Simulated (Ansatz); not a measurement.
NH, triplet: reading a ladder of total energies

Geometry: MP2(full)/6-31G*, from the G2/97 set.

```yaml
atoms:
  - { symbol: N, position_ang: [0.0000, 0.0000, 0.0000] }
  - { symbol: H, position_ang: [0.0000, 0.0000, 1.0394] }
```

Basis 6-31G; Ansatz 0.2.0. Only valence electrons are correlated (noble-gas cores frozen), which leaves 6 electrons in 10 orbitals. R marks a restricted (for open shells ROHF) determinant, U an unrestricted one.

Full CI is exact within this basis and frozen core; it isn't the basis-set limit. The frozen core follows each run's orbitals, which can shift R against U totals by a few meV.

Runs differ by some tens of microhartree through their thresholds and, for an open shell, their frozen cores, so steps under 0.1 kcal/mol mean nothing.

```
    level  total energy (hartree)
      UHF              -54.942906
     UMP2              -54.998827
    UCCSD              -55.011540
 UCCSD(T)              -55.011976
   UCCSDT              -55.012087
UCCSDT(Q)              -55.012173
  UCCSDTQ              -55.012189
  full CI              -55.012151
```

What is the correlation energy at full CI, and what share of it do UMP2 and UCCSD(T) recover?

E(corr) = -55.012151 − (-54.942906) = -0.069245 hartree = -1.884 eV. UMP2: -0.055921 / -0.069245 = 80.76 %. UCCSD(T): -0.069070 / -0.069245 = 99.75 %.

By how many kcal/mol does UCCSD(T) miss full CI (1 hartree = 627.509 kcal/mol), and which steps make up the rest?

-55.011976 − (-55.012151) = 0.000175 hartree = 0.11 kcal/mol. Steps: UCCSDT − UCCSD(T) = -0.07, UCCSDT(Q) − UCCSDT = -0.05, UCCSDTQ − UCCSDT(Q) = -0.01, full CI − UCCSDTQ = 0.02 kcal/mol. That is within 1 kcal/mol of the reference in this basis, which itself misses far more of the correlation at the basis-set limit.
